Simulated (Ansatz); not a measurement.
Relaxation of B2H2O (5 atoms, charge 0, multiplicity 1), to a largest force component of 0.02 eV/Å in at most 50 steps.

The calculation used RKS B3LYP-D4/6-31G in Ansatz.

```xyz
5
Properties=species:S:1:pos:R:3:forces:R:3
B -0.699 -0.135 -0.345 -2.03 0.34 -1.29
B 0.615 0.470 0.163 1.46 1.94 0.06
O 0.203 -0.811 0.441 0.63 -2.54 1.38
H -1.707 -0.520 -0.766 -0.53 -0.09 -0.26
H 1.588 0.996 0.508 0.46 0.36 0.12
```

Task: Where does it end, and by what steps?

Result: The forces met the threshold. Limits of this set-up: no polarisation functions. After 5 steps the energy has fallen by 0.158 eV; H4 moved furthest, 0.06 Å.

| step | energy less start (eV) | largest force component (eV/Å) | accepted |
| --- | --- | --- | --- |
| 0 | 0.0000 | 2.543 | yes |
| 1 | -0.1247 | 1.244 | yes |
| 2 | -0.1573 | 0.161 | yes |
| 3 | -0.1569 | 0.192 | no |
| 4 | -0.1577 | 0.043 | yes |
| 5 | -0.1577 | 0.003 | yes |

```xyz
5
Properties=species:S:1:pos:R:3
B -0.723 -0.148 -0.354
B 0.641 0.479 0.174
O 0.214 -0.856 0.465
H -1.753 -0.514 -0.795
H 1.622 1.040 0.510
```

Whether the end is a true minimum wasn't checked by a vibrational analysis.

Time of the run: 9.8 s on 1 thread of Intel(R) Xeon(R) Processor @ 2.50GHz (Skylake/Cascade Lake), on a shared host, peak memory 0.11 GiB.
